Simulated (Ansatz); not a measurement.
**C4H6O: up Jacob's ladder to CCSD(T)**

One table from this session's results is given with a row withheld; the runs are named, their logs left out.

Program: Ansatz 0.2.0, Gaussian basis. Level of theory: functionals in def2-TZVPP, the program's frozen cores in correlated methods. These are calculated values, not measurements.

The runs, in order: LDA (SPW92), PBE-D4, revPBE-D4, BLYP-D4, r2SCAN-D4, B97M-V, PBE0-D4, B3LYP-D4, r2SCANh-D4, r2SCAN0-D4, HSE06-D4, BHLYP-D4, CAM-B3LYP-D4, LC-ωPBE, ωB97X-V, ωB97M-V, B2PLYP, PBE-QIDH; CCSD(T)/def2-SVP; CCSD(T)/def2-TZVPP; MP2/def2-QZVPP; extrapolation to the limit; RPA on PBE.

## Structure used throughout

An earlier PBE0-D4 in a triple-zeta def2 set relaxation fixed the geometry.

SMILES `C1=CCOC1`, 11 atoms, charge 0, spin multiplicity 1.

Atoms are counted from 1 here; the program's logs count them from 0.

Bond lengths: C1–C2 1.323 Å, C1–C5 1.492 Å, C1–H6 1.082 Å, C2–C3 1.492 Å, C2–H7 1.082 Å, C3–O4 1.417 Å, C3–H8 1.099 Å, C3–H9 1.099 Å, O4–C5 1.417 Å, C5–H10 1.099 Å, C5–H11 1.099 Å. Angles: C2–C1–C5 109.7°, C2–C1–H6 126.8°, C5–C1–H6 123.6°, C1–C2–C3 109.7°, C1–C2–H7 126.8°, C3–C2–H7 123.6°, C2–C3–O4 105.2°, C2–C3–H8 112.3°, C2–C3–H9 112.3°, O4–C3–H8 109.9°, O4–C3–H9 109.8°, H8–C3–H9 107.3°, C3–O4–C5 110.4°, C1–C5–O4 105.2°, C1–C5–H10 112.3°, C1–C5–H11 112.3°, O4–C5–H10 109.8°, O4–C5–H11 109.9° and more.

Set-up of the first run:

File in.yaml:

```yaml
crystal:
  periodic: [false, false, false]
  atoms:
    - {symbol: C, position_ang: [-0.692278, 0.810221, -0.313317]}
    - {symbol: C, position_ang: [-0.773484, 0.087697, 0.792404]}
    - {symbol: C, position_ang: [0.350381, -0.893240, 0.834599]}
    - {symbol: O, position_ang: [1.088449, -0.662837, -0.353189]}
    - {symbol: C, position_ang: [0.493159, 0.377277, -1.109802]}
    - {symbol: H, position_ang: [-1.364711, 1.599591, -0.622388]}
    - {symbol: H, position_ang: [-1.525435, 0.169514, 1.566143]}
    - {symbol: H, position_ang: [-0.004467, -1.933597, 0.858340]}
    - {symbol: H, position_ang: [0.998614, -0.748729, 1.710666]}
    - {symbol: H, position_ang: [1.216658, 1.191506, -1.258673]}
    - {symbol: H, position_ang: [0.213115, 0.002587, -2.104792]}
basis:
  gaussian: {orbitals: def2-TZVPP}
hamiltonian: {xc: lda}
output: {orbitals: {seedname: orbitals}}
```

Run with:

```
> ansatz run in.yaml --threads 4 --pin off --events-out ev --progress --plain --max-ram 10444MiB
```

Among the steps run: LDA; PBE-D4 (GGA); revPBE-D4 (GGA); BLYP-D4 (GGA); r2SCAN-D4 (meta-GGA); B97M-V (meta-GGA); B3LYP-D4 (hybrid); r2SCANh-D4 (hybrid); r2SCAN0-D4 (hybrid); HSE06-D4 (hybrid); BHLYP-D4 (hybrid); CAM-B3LYP-D4 (range-separated); LC-ωPBE (range-separated); ωB97X-V (range-separated); ωB97M-V (range-separated); B2PLYP (double hybrid); PBE-QIDH (double hybrid).

One table of the session follows, with a row left open; its other results are not shown here.

It belongs to the step «Orbital energies across the functionals». 

| functional | HOMO (eV) | gap (eV) |
| --- | --- | --- |
| LDA (SPW92) | -5.44 | 4.50 |
| PBE-D4 | -5.36 | 4.63 |
| revPBE-D4 | -5.33 | 4.68 |
| BLYP-D4 | -5.29 | 4.68 |
| r2SCAN-D4 | -5.61 | 5.14 |
| B97M-V | -5.74 | 5.32 |
| PBE0-D4 | -6.74 | 7.06 |
| B3LYP-D4 | -6.55 | 6.61 |
| r2SCANh-D4 | -6.14 | 6.03 |
| r2SCAN0-D4 | -6.90 | 7.36 |
| HSE06-D4 | -6.34 | 6.27 |
| BHLYP-D4 | -7.95 | 9.40 |
| CAM-B3LYP-D4 | ? | ? |
| LC-ωPBE | -9.42 | 12.08 |
| ωB97X-V | -9.10 | 11.68 |
| ωB97M-V | -9.02 | 11.46 |

Estimate the missing values for CAM-B3LYP-D4.

**Answer.** HOMO (eV): -8.12; gap (eV): 9.59. In the column «HOMO (eV)» it lies between ωB97M-V (-9.02) and BHLYP-D4 (-7.95).
